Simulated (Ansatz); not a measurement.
Process, species as SMILES: FF (F2) → 2 F atom
B3LYP-D3(BJ)/def2-TZVP geometries, fixed; electronic energies without zero-point terms.
Largest species:
```
F
F 1 1.3965
```

Effect of a fitting basis named in the input at MP2/aug-cc-pVTZ with Ansatz (a first-principles code), against the last row, where the bond dissociation energy is 41.84 kcal/mol. Cores are frozen. A restricted Hartree-Fock determinant is unstable towards unrestricted orbitals. Open shells are unrestricted. The default fits or decomposes integrals by the program's own choice; accuracy: high also tightens integrals, grids and stops.

| setting | largest shift of a total energy (mEh) | shift of the bond dissociation energy (kcal/mol) |
|---|---|---|
| fitting: def2-universal-jkfit and def2-SVP-RIFIT | -5.735 | -0.301 |
| fitting: def2-universal-jkfit and cc-pVDZ-RIFIT | -3.593 | 0.010 |
| fitting: def2-universal-jkfit and cc-pVTZ-RIFIT | -0.173 | -0.045 |
| fitting: def2-universal-jkfit and aug-cc-pVTZ-RIFIT | 0.187 | -0.051 |
| fitting: def2-universal-jkfit and cc-pVQZ-RIFIT | 0.181 | -0.047 |
| fitting: def2-universal-jkfit and aug-cc-pVQZ-RIFIT | 0.172 | -0.053 |
| accuracy: high | -0.001 | 0.000 |
| accuracy: medium (default) | 0.000 | 0.000 |

Within 0.1 kcal/mol in the bond dissociation energy: fitting: def2-universal-jkfit and cc-pVDZ-RIFIT; fitting: def2-universal-jkfit and cc-pVTZ-RIFIT; fitting: def2-universal-jkfit and aug-cc-pVTZ-RIFIT; fitting: def2-universal-jkfit and cc-pVQZ-RIFIT; fitting: def2-universal-jkfit and aug-cc-pVQZ-RIFIT; accuracy: high. The largest shift is 5.735 mEh in a total energy and 0.301 kcal/mol in the difference.
